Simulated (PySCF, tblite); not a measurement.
# CH3Cl: protonation, part 1 of 2

Wanted: protonation for CH3Cl (`CCl`).

Computed with tblite 0.8.0 and PySCF 2.14.0 and routines of our own; the level stands in each step. Atoms count from 0.

## 1. The starting structure

5 atoms, charge 0, multiplicity 1; geometry from: start built from the parent or by distance geometry.

## 2. Relaxing the molecule with GFN2-xTB

Job settings and geometry (Å):

```
{"job": {"kind": "relax", "xc": "GFN2-xTB", "basis": "xTB"}, "charge": 0, "multiplicity": 1}
C     -0.105800    -0.004500    -0.006100
Cl     1.636500     0.084100     0.000200
H     -0.406600    -0.678500    -0.834500
H     -0.531900    -0.405500     0.919500
H     -0.575000     1.010000    -0.113400
```

The run is started by

```sh
OMP_NUM_THREADS=1 python redox_run.py task.json out
```

One launch serves the whole session: the jobs run in the order shown.

Log:

```text
step      E/eV     max force
  0    -223.34026    1.629
  1    -223.38619    0.554
  2    -223.39906    0.298
  3    -223.40477    0.246
  4    -223.41279    0.218
  5    -223.41409    0.104
  6    -223.41450    0.063
  7    -223.41476    0.055
  8    -223.41499    0.045
  9    -223.41507    0.020
 10    -223.41508    0.005
```

Run time: 0.03 s. Hardware: 1 thread of Arm Neoverse V1, shared host.

Along the way:

```csv
step,energy from step 0 (eV),largest force (eV/Å)
0,0.0000,1.6291
1,-0.0459,0.5543
2,-0.0588,0.2976
3,-0.0645,0.2463
4,-0.0725,0.2182
5,-0.0738,0.1044
6,-0.0742,0.0634
7,-0.0745,0.0549
8,-0.0747,0.0450
9,-0.0748,0.0202
10,-0.0748,0.0046
```

Close pairs (by a distance rule), those that changed most:

```csv
bond,before (Å),after (Å),change (Å)
C0–H4,1.123,1.086,-0.037
C0–Cl1,1.745,1.777,+0.033
C0–H2,1.110,1.086,-0.024
C0–H3,1.095,1.086,-0.009
```

The next job starts from the end point, and lists it.

## 3. Infrared spectrum with GFN2-xTB

Job settings and geometry (Å):

```
{"job": {"kind": "ir", "xc": "GFN2-xTB", "basis": "xTB"}, "charge": 0, "multiplicity": 1}
C     -0.147470    -0.007739    -0.010052
Cl     1.626392     0.095884     0.028910
H     -0.432742    -0.650893    -0.836711
H     -0.485216    -0.424669     0.933682
H     -0.543720     0.993122    -0.150198
```

Log:

```text
mode    cm-1     km/mol
  1     713.1     23.30
  2     999.8      2.89
  3    1000.0      2.79
  4    1316.1      5.59
  5    1441.6      7.45
  6    1441.9      7.47
  7    3030.4      0.03
  8    3043.8      0.62
  9    3044.1      0.57
ZPE 95.886  H(298)-E 106.338  G(298)-E 36.484 kJ/mol  S 234.29 J/(mol K)
```

It took 0.08 s on 1 thread of Arm Neoverse V1, shared host.

The strongest bands and the atoms that carry them (share of the mass-weighted mode):

```csv
cm⁻¹,km/mol,atoms
713,23.3,"C0 62 %, Cl1 30 %"
1000,2.9,"H2 43 %, H4 36 %, C0 13 %"
1000,2.8,"H3 51 %, H4 20 %, C0 13 %, H2 13 %"
1316,5.6,"H3 29 %, H4 29 %, H2 29 %, C0 12 %"
1442,7.5,"H3 53 %, H2 21 %, H4 20 %"
1442,7.5,"H4 43 %, H2 41 %"
3044,0.6,"H3 56 %, H2 26 %"
3044,0.6,"H4 54 %, H2 35 %"
```

## 4. Geometry optimisation at PBE0-D3(BJ)/def2-SVP

Job settings and geometry (Å):

```
{"job": {"xc": "PBE0", "basis": "def2-SVP", "d3": "d3bj", "grid": 1, "kind": "geom"}, "charge": 0, "multiplicity": 1}
C     -0.147470    -0.007739    -0.010052
Cl     1.626392     0.095884     0.028910
H     -0.432742    -0.650893    -0.836711
H     -0.485216    -0.424669     0.933682
H     -0.543720     0.993122    -0.150198
```

Log:

```text
step   0  E = -499.73016238  max force = 0.010314
step   1  E = -499.73047464  max force = 0.001368
step   2  E = -499.73047786  max force = 0.000097
optimisation converged
```

Wall time 1.6 s (1 thread of Arm Neoverse V1, shared host).

Along the way:

```csv
step,energy from step 0 (eV),largest force component (eV/Å)
0,0.0000,0.5304
1,-0.0085,0.0703
2,-0.0086,0.0050
```

Distances of close pairs at the start and the end, largest changes first:

```csv
bond,before (Å),after (Å),change (Å)
C0–H4,1.086,1.097,+0.012
C0–H2,1.086,1.097,+0.012
C0–H3,1.086,1.097,+0.012
C0–Cl1,1.777,1.775,-0.002
```

The next job starts from the end point, and lists it.

```csv
at the end point,value
point group (found at 0.08 Å tolerance),C3v
"rotational constants (GHz, main isotopes)","155.6, 13.365, 13.365"
dipole moment (D),1.87
```

## 5. Harmonic vibrations (CH₃Cl): PBE0-D3(BJ)/def2-SVP

Job settings and geometry (Å):

```
{"job": {"xc": "PBE0", "basis": "def2-SVP", "d3": "d3bj", "grid": 2, "kind": "hessian"}, "charge": 0, "multiplicity": 1}
C     -0.135067    -0.007836    -0.010637
Cl     1.635993     0.107458     0.036092
H     -0.431346    -0.657895    -0.843278
H     -0.492714    -0.430156     0.936672
H     -0.556491     0.995002    -0.153420
```

Log:

```text
coarse grid: 4576 points
cycle   1  E = -499.6708750320  dE = -3.918e-02  |g| = 1.689e-01  |ddm| = 1.965e+00
cycle   2  E = -499.6748914969  dE = -4.016e-03  |g| = 1.342e-01  |ddm| = 4.437e-01
cycle   3  E = -499.6795717713  dE = -4.680e-03  |g| = 2.861e-02  |ddm| = 2.009e-01
cycle   4  E = -499.6797661606  dE = -1.944e-04  |g| = 8.585e-03  |ddm| = 2.894e-02
cycle   5  E = -499.6797849153  dE = -1.875e-05  |g| = 8.110e-04  |ddm| = 7.684e-03
cycle   6  E = -499.6797850726  dE = -1.573e-07  |g| = 1.821e-04  |ddm| = 8.409e-04
final grid: 39072 points
cycle   7  E = -499.7304622489  dE = -6.347e-06  |g| = 4.173e-03  |ddm| = 1.032e-02
cycle   8  E = -499.7304610230  dE =  1.226e-06  |g| = 4.724e-03  |ddm| = 7.428e-03
cycle   9  E = -499.7304667050  dE = -5.682e-06  |g| = 5.010e-04  |ddm| = 3.961e-03
cycle  10  E = -499.7304667729  dE = -6.795e-08  |g| = 2.143e-05  |ddm| = 6.871e-04
cycle  11  E = -499.7304667730  dE = -9.175e-11  |g| = 7.785e-06  |ddm| = 2.338e-05
converged SCF energy = -499.7304667730

mode    cm-1
  1     765.4
  2    1018.7
  3    1018.7
  4    1365.5
  5    1456.4
  6    1456.4
  7    3082.3
  8    3206.1
  9    3206.2
ZPE 99.145  H(298)-E 109.528  G(298)-E 39.743 kJ/mol  S 234.06 J/(mol K)
```

It took 7.5 s on 1 thread of Arm Neoverse V1, shared host; peak memory 0.6 GiB.

Zero-point energy 99.14 kJ/mol (xTB gave 95.89).

## 6. Single point (CH3Cl): PBE0-D3(BJ)/def2-TZVP

Geometry: PBE0-D3(BJ)/def2-SVP.

Job settings and geometry (Å):

```
{"job": {"kind": "sp", "xc": "PBE0", "basis": "def2-TZVP", "d3": "d3bj", "grid": 2}, "charge": 0, "multiplicity": 1}
C     -0.135067    -0.007836    -0.010637
Cl     1.635993     0.107458     0.036092
H     -0.431346    -0.657895    -0.843278
H     -0.492714    -0.430156     0.936672
H     -0.556491     0.995002    -0.153420
```

Log:

```text
coarse grid: 4576 points
cycle   1  E = -499.9297682307  dE = -2.770e-02  |g| = 1.717e-01  |ddm| = 1.419e+00
cycle   2  E = -499.9337313612  dE = -3.963e-03  |g| = 1.410e-01  |ddm| = 3.381e-01
cycle   3  E = -499.9385664005  dE = -4.835e-03  |g| = 2.723e-02  |ddm| = 1.497e-01
cycle   4  E = -499.9386600778  dE = -9.368e-05  |g| = 1.312e-02  |ddm| = 1.991e-02
cycle   5  E = -499.9387011898  dE = -4.111e-05  |g| = 1.857e-03  |ddm| = 8.216e-03
cycle   6  E = -499.9387020027  dE = -8.130e-07  |g| = 4.869e-04  |ddm| = 1.298e-03
final grid: 39072 points
cycle   7  E = -499.9366412078  dE = -1.613e-05  |g| = 5.003e-03  |ddm| = 1.754e-02
cycle   8  E = -499.9366396923  dE =  1.516e-06  |g| = 5.315e-03  |ddm| = 6.070e-03
cycle   9  E = -499.9366462737  dE = -6.581e-06  |g| = 8.293e-04  |ddm| = 3.284e-03
cycle  10  E = -499.9366464223  dE = -1.486e-07  |g| = 7.081e-05  |ddm| = 6.263e-04
cycle  11  E = -499.9366464234  dE = -1.126e-09  |g| = 2.248e-05  |ddm| = 8.006e-05
converged SCF energy = -499.9366464234
```

It took 0.83 s on 1 thread of Arm Neoverse V1, shared host.

## 7. Optimising the geometry with GFN2-xTB

This step treats CH4Cl+, `C[ClH+]`.

Job settings and geometry (Å):

```
{"job": {"kind": "relax", "xc": "GFN2-xTB", "basis": "xTB"}, "charge": 1, "multiplicity": 1}
C     -0.118800    -0.014000    -0.015900
Cl     1.625300     0.116100     0.013100
H     -0.413900    -0.665500    -0.840100
H     -0.495200    -0.415500     0.916100
H     -0.559700     0.991200    -0.142100
H      2.968200     0.238400     0.052600
```

Log:

```text
step      E/eV     max force
  0    -221.96950    1.709
  1    -222.04452    0.713
  2    -222.07173    0.654
  3    -222.08751    0.979
  4    -222.16120    3.235
  5    -222.25050    2.628
  6    -222.36540    2.340
  7    -222.75428    2.159
  8    -222.95801    2.202
  9    -223.02271    2.381
 10    -223.14932    2.131
 11    -223.30453    1.311
 12    -223.39575    0.917
 13    -223.44881    0.920
 14    -223.49524    1.144
 15    -223.54809    1.098
 16    -223.58189    0.495
 17    -223.59250    0.129
 18    -223.59323    0.082
 19    -223.59369    0.066
 20    -223.59428    0.068
 21    -223.59471    0.059
 22    -223.59492    0.033
 23    -223.59501    0.030
 24    -223.59510    0.042
 25    -223.59529    0.065
 26    -223.59571    0.088
 27    -223.59653    0.119
 28    -223.59762    0.128
 29    -223.59850    0.104
 30    -223.59914    0.076
 31    -223.59946    0.081
 32    -223.59982    0.060
 33    -223.59998    0.040
 34    -223.60003    0.014
 35    -223.60004    0.008
```

Wall time 0.16 s (1 thread of Arm Neoverse V1, shared host).

Step by step: (not every step is listed)

```csv
step,energy from step 0 (eV),largest force (eV/Å)
0,0.0000,1.7090
1,-0.0750,0.7135
2,-0.1022,0.6538
3,-0.1180,0.9787
4,-0.1917,3.2350
5,-0.2810,2.6284
6,-0.3959,2.3398
7,-0.7848,2.1594
8,-0.9885,2.2017
10,-1.1798,2.1313
12,-1.4262,0.9169
14,-1.5257,1.1444
16,-1.6124,0.4949
18,-1.6237,0.0822
20,-1.6248,0.0683
22,-1.6254,0.0330
24,-1.6256,0.0420
26,-1.6262,0.0877
28,-1.6281,0.1278
30,-1.6296,0.0765
31,-1.6300,0.0810
32,-1.6303,0.0600
33,-1.6305,0.0401
34,-1.6305,0.0136
35,-1.6305,0.0077
```

Close pairs (by a distance rule), those that changed most:

```csv
bond,before (Å),after (Å),change (Å)
Cl1–H5,1.349,1.294,-0.055
C0–Cl1,1.749,1.781,+0.031
C0–H4,1.105,1.088,-0.017
C0–H3,1.082,1.088,+0.006
C0–H2,1.091,1.089,-0.002
```

The final coordinates are the input of the step that follows.

## 8. Vibrational analysis with GFN2-xTB

Job settings and geometry (Å):

```
{"job": {"kind": "ir", "xc": "GFN2-xTB", "basis": "xTB"}, "charge": 1, "multiplicity": 1}
C     -0.001986    -0.005997    -0.043348
Cl     1.704408    -0.316782    -0.446140
H     -0.599594    -0.608891    -0.726116
H     -0.190743    -0.308854     0.984544
H     -0.222195     1.049243    -0.191003
H      2.315950     0.441956     0.405747
```

Log:

```text
mode    cm-1     km/mol
  1     205.5     52.52
  2     638.2      0.51
  3     745.6     21.08
  4    1001.9      4.16
  5    1023.3     17.25
  6    1329.7      3.65
  7    1383.2     29.80
  8    1393.6     37.15
  9    2298.6     41.20
 10    3028.2     14.14
 11    3041.4     26.74
 12    3047.4     17.53
ZPE 114.462  H(298)-E 126.698  G(298)-E 50.407 kJ/mol  S 255.88 J/(mol K)
```

Run time: 0.1 s. Hardware: 1 thread of Arm Neoverse V1, shared host.

The strongest bands and the atoms that carry them (share of the mass-weighted mode):

```csv
cm⁻¹,km/mol,atoms
206,52.5,"H5 65 %, H2 12 %, H4 10 %, H3 10 %"
746,21.1,"H5 74 %, C0 15 %"
1023,17.2,"H2 44 %, H3 16 %, C0 16 %, H4 15 %"
1383,29.8,"H3 44 %, H4 41 %"
1394,37.1,"H2 52 %, H4 23 %, H3 20 %"
2299,41.2,H5 97 %
3041,26.7,"H2 59 %, H4 17 %, H3 15 %"
3047,17.5,"H4 46 %, H3 45 %"
```

## 9. Relaxing the molecule at PBE0-D3(BJ)/def2-SVP

This step treats CH₄Cl+, `C[ClH+]`.

The job, as its differences from that of step 8:

```diff
@@ -1,2 +1,2 @@
-{"job": {"kind": "ir", "xc": "GFN2-xTB", "basis": "xTB"}, "charge": 1, "multiplicity": 1}
+{"job": {"xc": "PBE0", "basis": "def2-SVP", "d3": "d3bj", "grid": 1, "kind": "geom"}, "charge": 1, "multiplicity": 1}
 C     -0.001986    -0.005997    -0.043348
```

Log:

```text
step   0  E = -499.98165825  max force = 0.020528
step   1  E = -499.98375546  max force = 0.005191
step   2  E = -499.98387679  max force = 0.001359
step   3  E = -499.98388350  max force = 0.000129
optimisation converged
```

Wall time 2.3 s (1 thread of Arm Neoverse V1, shared host).

Step by step:

```csv
step,energy from step 0 (eV),largest force component (eV/Å)
0,0.0000,1.0556
1,-0.0571,0.2669
2,-0.0604,0.0699
3,-0.0606,0.0066
```

Close pairs (by a distance rule), those that changed most:

```csv
bond,before (Å),after (Å),change (Å)
C0–Cl1,1.781,1.851,+0.070
Cl1–H5,1.294,1.310,+0.016
C0–H2,1.089,1.097,+0.008
C0–H4,1.088,1.096,+0.008
C0–H3,1.088,1.096,+0.008
```

The end geometry stands in the next job.

```csv
at the end point,value
point group (found at 0.08 Å tolerance),Cs
"rotational constants (GHz, main isotopes)","101.1, 12.371, 11.918"
```

## 10. Harmonic vibrations (CH₄Cl+): PBE0-D3(BJ)/def2-SVP

Job settings and geometry (Å):

```
{"job": {"xc": "PBE0", "basis": "def2-SVP", "d3": "d3bj", "grid": 2, "kind": "hessian"}, "charge": 1, "multiplicity": 1}
C     -0.050181     0.012389    -0.031377
Cl     1.716775    -0.331464    -0.462684
H     -0.588116    -0.619732    -0.748921
H     -0.182075    -0.313810     1.006275
H     -0.206561     1.082741    -0.205949
H      2.332945     0.434021     0.403877
```

Log:

```text
coarse grid: 5192 points
cycle   1  E = -499.9162361270  dE =  3.350e-01  |g| = 2.296e-01  |ddm| = 2.107e+00
cycle   2  E = -499.9280763594  dE = -1.184e-02  |g| = 1.418e-01  |ddm| = 4.572e-01
cycle   3  E = -499.9333085386  dE = -5.232e-03  |g| = 1.241e-02  |ddm| = 1.482e-01
cycle   4  E = -499.9333413921  dE = -3.285e-05  |g| = 5.464e-03  |ddm| = 1.590e-02
cycle   5  E = -499.9333495755  dE = -8.183e-06  |g| = 1.280e-03  |ddm| = 5.900e-03
final grid: 44448 points
cycle   6  E = -499.9838749714  dE = -8.221e-06  |g| = 2.734e-03  |ddm| = 9.660e-03
cycle   7  E = -499.9838754020  dE = -4.306e-07  |g| = 2.429e-03  |ddm| = 5.003e-03
cycle   8  E = -499.9838768876  dE = -1.486e-06  |g| = 3.498e-04  |ddm| = 2.263e-03
cycle   9  E = -499.9838769214  dE = -3.376e-08  |g| = 3.530e-05  |ddm| = 3.843e-04
cycle  10  E = -499.9838769217  dE = -2.749e-10  |g| = 1.257e-05  |ddm| = 4.366e-05
cycle  11  E = -499.9838769217  dE = -4.206e-11  |g| = 1.277e-06  |ddm| = 1.271e-05
converged SCF energy = -499.9838769217

mode    cm-1
  1     223.3
  2     563.2
  3     773.0
  4    1015.8
  5    1102.9
  6    1350.9
  7    1423.2
  8    1424.3
  9    2810.3
 10    3098.1
 11    3258.7
 12    3274.7
ZPE 121.531  H(298)-E 133.744  G(298)-E 57.359 kJ/mol  S 256.20 J/(mol K)
```

It took 11 s on 1 thread of Arm Neoverse V1, shared host; peak memory 0.7 GiB.

Zero-point energy 121.53 kJ/mol (xTB gave 114.46).

## 11. Single point (CH4Cl+): PBE0-D3(BJ)/def2-TZVP

Geometry: PBE0-D3(BJ)/def2-SVP.

Job settings and geometry (Å):

```
{"job": {"kind": "sp", "xc": "PBE0", "basis": "def2-TZVP", "d3": "d3bj", "grid": 2}, "charge": 1, "multiplicity": 1}
C     -0.050181     0.012389    -0.031377
Cl     1.716775    -0.331464    -0.462684
H     -0.588116    -0.619732    -0.748921
H     -0.182075    -0.313810     1.006275
H     -0.206561     1.082741    -0.205949
H      2.332945     0.434021     0.403877
```

Log:

```text
coarse grid: 5192 points
cycle   1  E = -500.1766068816  dE =  3.451e-01  |g| = 2.411e-01  |ddm| = 1.527e+00
cycle   2  E = -500.1875979586  dE = -1.099e-02  |g| = 1.718e-01  |ddm| = 3.678e-01
cycle   3  E = -500.1943230289  dE = -6.725e-03  |g| = 1.779e-02  |ddm| = 1.327e-01
cycle   4  E = -500.1943717771  dE = -4.875e-05  |g| = 6.466e-03  |ddm| = 1.424e-02
cycle   5  E = -500.1943801547  dE = -8.378e-06  |g| = 2.497e-03  |ddm| = 5.340e-03
final grid: 44448 points
cycle   6  E = -500.1918556218  dE = -1.586e-05  |g| = 6.514e-03  |ddm| = 1.873e-02
cycle   7  E = -500.1918505991  dE =  5.023e-06  |g| = 7.782e-03  |ddm| = 7.613e-03
cycle   8  E = -500.1918658042  dE = -1.521e-05  |g| = 6.234e-04  |ddm| = 4.520e-03
cycle   9  E = -500.1918658761  dE = -7.190e-08  |g| = 4.891e-05  |ddm| = 4.685e-04
cycle  10  E = -500.1918658766  dE = -4.868e-10  |g| = 1.860e-05  |ddm| = 5.163e-05
converged SCF energy = -500.1918658766
```

Wall time 0.91 s (1 thread of Arm Neoverse V1, shared host); peak memory 0.44 GiB.

## 12. Protonation: PBE0-D3(BJ)/def2-TZVP

This step combines the energies above: geometries from PBE0-D3(BJ)/def2-SVP, zero-point and thermal terms from PBE0-D3(BJ)/def2-SVP.

Job settings and geometry (Å):

```
{"job": {"kind": "pa", "geom": {"xc": "PBE0", "basis": "def2-SVP", "d3": "d3bj", "grid": 1}, "hess": 1, "level": {"xc": "PBE0", "basis": "def2-TZVP", "d3": "d3bj"}}, "charge": 0, "multiplicity": 1}
C     -0.135067    -0.007836    -0.010637
Cl     1.635993     0.107458     0.036092
H     -0.431346    -0.657895    -0.843278
H     -0.492714    -0.430156     0.936672
H     -0.556491     0.995002    -0.153420
```

Output (the driver's rows laid out field by field):

```text
protonation site by site, PBE0-D3(BJ)/def2-TZVP // PBE0-D3(BJ)/def2-SVP

row 1
  formula                 CH4Cl
  charge                  1
  multiplicity            1
  smiles                  C[ClH+]
  kept                    yes
  pieces                  1
  point_group             Cs
  atom                    1
  element                 Cl
  electronic              670.08
  enthalpy                652.06
  free_energy             626.18
  share_gas               1.0
```

It took 24 s on 1 thread of Arm Neoverse V1, shared host; peak memory 0.44 GiB.

Energy given off on adding a proton (kJ/mol, gas phase, 298 K for the thermal columns):

```csv
site,product,electronic,enthalpy,free energy
Cl1,C[ClH+],670.1,652.1,626.2
```

## 13. Single point (CH₃Cl): wavefunction

Geometry: PBE0-D3(BJ)/def2-SVP.

Job settings and geometry (Å):

```
{"job": {"kind": "sp", "xc": "CCSD(T)", "basis": "ma-def2-TZVP", "grid": 2}, "charge": 0, "multiplicity": 1}
C     -0.135067    -0.007836    -0.010637
Cl     1.635993     0.107458     0.036092
H     -0.431346    -0.657895    -0.843278
H     -0.492714    -0.430156     0.936672
H     -0.556491     0.995002    -0.153420
```

Method: wavefunction single point, frozen core, gas phase.

Log:

```text
final grid: 39072 points
cycle   1  E = -499.1038621201  dE =  3.793e-02  |g| = 3.298e-01  |ddm| = 1.307e+00
cycle   2  E = -499.1315782286  dE = -2.772e-02  |g| = 1.848e-01  |ddm| = 3.368e-01
cycle   3  E = -499.1393444952  dE = -7.766e-03  |g| = 2.770e-02  |ddm| = 1.073e-01
cycle   4  E = -499.1397670089  dE = -4.225e-04  |g| = 6.346e-03  |ddm| = 3.758e-02
cycle   5  E = -499.1397973374  dE = -3.033e-05  |g| = 2.016e-03  |ddm| = 1.116e-02
cycle   6  E = -499.1398006090  dE = -3.272e-06  |g| = 5.785e-04  |ddm| = 4.120e-03
cycle   7  E = -499.1398008066  dE = -1.976e-07  |g| = 1.768e-04  |ddm| = 8.736e-04
cycle   8  E = -499.1398008253  dE = -1.874e-08  |g| = 2.717e-05  |ddm| = 3.227e-04
cycle   9  E = -499.1398008258  dE = -4.979e-10  |g| = 4.019e-06  |ddm| = 5.046e-05
converged SCF energy = -499.1398008258
E(HF, exact integrals) = -499.1398356777
E(MP2) = -499.5021644477
E(CCSD) = -499.5351111852
E(CCSD(T)) = -499.5501207529
T1 diagnostic = 0.0079
```

Wall time 14 s (1 thread of Arm Neoverse V1, shared host); peak memory 0.57 GiB.

## 14. Single point (CH4Cl+): wavefunction

Geometry: PBE0-D3(BJ)/def2-SVP.

Job settings and geometry (Å):

```
{"job": {"kind": "sp", "xc": "CCSD(T)", "basis": "ma-def2-TZVP", "grid": 2}, "charge": 1, "multiplicity": 1}
C     -0.050181     0.012389    -0.031377
Cl     1.716775    -0.331464    -0.462684
H     -0.588116    -0.619732    -0.748921
H     -0.182075    -0.313810     1.006275
H     -0.206561     1.082741    -0.205949
H      2.332945     0.434021     0.403877
```

Level: wavefunction single point, frozen core, gas phase.

Log:

```text
final grid: 44448 points
cycle   1  E = -499.3271799505  dE =  4.351e-01  |g| = 4.365e-01  |ddm| = 1.418e+00
cycle   2  E = -499.3868533722  dE = -5.967e-02  |g| = 1.807e-01  |ddm| = 4.060e-01
cycle   3  E = -499.3941034569  dE = -7.250e-03  |g| = 3.454e-02  |ddm| = 1.130e-01
cycle   4  E = -499.3946619573  dE = -5.585e-04  |g| = 1.126e-02  |ddm| = 4.075e-02
cycle   5  E = -499.3947058465  dE = -4.389e-05  |g| = 3.064e-03  |ddm| = 9.680e-03
cycle   6  E = -499.3947115452  dE = -5.699e-06  |g| = 6.870e-04  |ddm| = 3.949e-03
cycle   7  E = -499.3947118568  dE = -3.117e-07  |g| = 1.474e-04  |ddm| = 1.161e-03
cycle   8  E = -499.3947118712  dE = -1.434e-08  |g| = 3.591e-05  |ddm| = 2.582e-04
cycle   9  E = -499.3947118719  dE = -6.842e-10  |g| = 9.102e-06  |ddm| = 5.067e-05
converged SCF energy = -499.3947118719
E(HF, exact integrals) = -499.3947543570
E(MP2) = -499.7508136809
E(CCSD) = -499.7882002608
E(CCSD(T)) = -499.8027219581
T1 diagnostic = 0.0092
```

It took 19 s on 1 thread of Arm Neoverse V1, shared host; peak memory 0.73 GiB.

## 15. Protonation: CCSD(T)/ma-def2-TZVP

This step combines the energies above: geometries from PBE0-D3(BJ)/def2-SVP, zero-point and thermal terms from PBE0-D3(BJ)/def2-SVP.

Job settings and geometry (Å):

```
{"job": {"kind": "pa", "geom": {"xc": "PBE0", "basis": "def2-SVP", "d3": "d3bj", "grid": 1}, "hess": 1, "level": {"xc": "CCSD(T)", "basis": "ma-def2-TZVP"}}, "charge": 0, "multiplicity": 1}
C     -0.135067    -0.007836    -0.010637
Cl     1.635993     0.107458     0.036092
H     -0.431346    -0.657895    -0.843278
H     -0.492714    -0.430156     0.936672
H     -0.556491     0.995002    -0.153420
```

Output (the driver's rows laid out field by field):

```text
protonation site by site, CCSD(T)/ma-def2-TZVP // PBE0-D3(BJ)/def2-SVP

row 1
  formula                 CH4Cl
  charge                  1
  multiplicity            1
  smiles                  C[ClH+]
  kept                    yes
  pieces                  1
  point_group             Cs
  atom                    1
  element                 Cl
  electronic              663.2
  enthalpy                645.19
  free_energy             619.3
  share_gas               1.0
```

Run time: 33 s. Hardware: 1 thread of Arm Neoverse V1, shared host; peak memory 0.73 GiB.

Energy given off on adding a proton (kJ/mol, gas phase, 298 K for the thermal columns):

```csv
site,product,electronic,enthalpy,free energy
Cl1,C[ClH+],663.2,645.2,619.3
```

## 16. Single point (CH₃Cl): wavefunction

Geometry: PBE0-D3(BJ)/def2-SVP.

Job settings and geometry (Å):

```
{"job": {"kind": "sp", "xc": "MP2", "basis": "ma-def2-TZVP", "grid": 2}, "charge": 0, "multiplicity": 1}
C     -0.135067    -0.007836    -0.010637
Cl     1.635993     0.107458     0.036092
H     -0.431346    -0.657895    -0.843278
H     -0.492714    -0.430156     0.936672
H     -0.556491     0.995002    -0.153420
```

Level: wavefunction single point, frozen core, gas phase.

Log:

```text
final grid: 39072 points
cycle   1  E = -499.1038621201  dE =  3.793e-02  |g| = 3.298e-01  |ddm| = 1.307e+00
cycle   2  E = -499.1315782286  dE = -2.772e-02  |g| = 1.848e-01  |ddm| = 3.368e-01
cycle   3  E = -499.1393444952  dE = -7.766e-03  |g| = 2.770e-02  |ddm| = 1.073e-01
cycle   4  E = -499.1397670089  dE = -4.225e-04  |g| = 6.346e-03  |ddm| = 3.758e-02
cycle   5  E = -499.1397973374  dE = -3.033e-05  |g| = 2.016e-03  |ddm| = 1.116e-02
cycle   6  E = -499.1398006090  dE = -3.272e-06  |g| = 5.785e-04  |ddm| = 4.120e-03
cycle   7  E = -499.1398008066  dE = -1.976e-07  |g| = 1.768e-04  |ddm| = 8.736e-04
cycle   8  E = -499.1398008253  dE = -1.874e-08  |g| = 2.717e-05  |ddm| = 3.227e-04
cycle   9  E = -499.1398008258  dE = -4.979e-10  |g| = 4.019e-06  |ddm| = 5.046e-05
converged SCF energy = -499.1398008258
E(HF, exact integrals) = -499.1398356777
E(MP2) = -499.5021645098
```

Wall time 1.2 s (1 thread of Arm Neoverse V1, shared host); peak memory 0.38 GiB.

(Continued in part 2 of 2.)
